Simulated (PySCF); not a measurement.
Predicted microwave data (CAM-B3LYP/def2-SVPD in PySCF (dipole) on a GFN2-xTB geometry, gas phase) for one isomer of C3H2Cl2O:

```
Rotational constants : A = 7183, B = 903.3, C = 802.4 MHz
Dipole components    : |μa| = 2.07 D, |μb| = 1.07 D, |μc| = 0.00 D
Inertial defect      : 0.00 u·Å²
κ                    : -0.97
```

Problem. Which candidate fits, each taken in the one conformer that was computed?
A. `[CH2:1]=[C:2]([Cl:3])[C:4](=[O:5])[Cl:6]` with C1–C2–C4–O5 0°
B. `[O:1]=[C:2]([Cl:3])/[CH:4]=[CH:5]/[Cl:6]` with O1–C2–C4–C5 0°

Solution. B. It is O=C(Cl)/C=C/Cl, a near-prolate asymmetric top, point group Cs. The candidates at the same level (rigid rotor, commonest isotopes):

| SMILES | A (MHz) | B (MHz) | C (MHz) | μa (D) | μb (D) | μc (D) | Δ (u·Å²) | point group | rotor |
| --- | --- | --- | --- | --- | --- | --- | --- | --- | --- |
| O=C(Cl)/C=C/Cl | 7183 | 903.3 | 802.4 | 2.07 | 1.07 | 0.00 | 0.00 | Cs | near-prolate asymmetric top |
| C=C(Cl)C(=O)Cl | 3167 | 2152 | 1281 | 2.33 | 0.68 | 0.00 | 0.00 | Cs | asymmetric top |

`C=C(Cl)C(=O)Cl` has B 138 % too high. In the right answer the mirror of this Cs structure is the ab plane, so μc vanishes by symmetry. No structure here is proved a minimum.
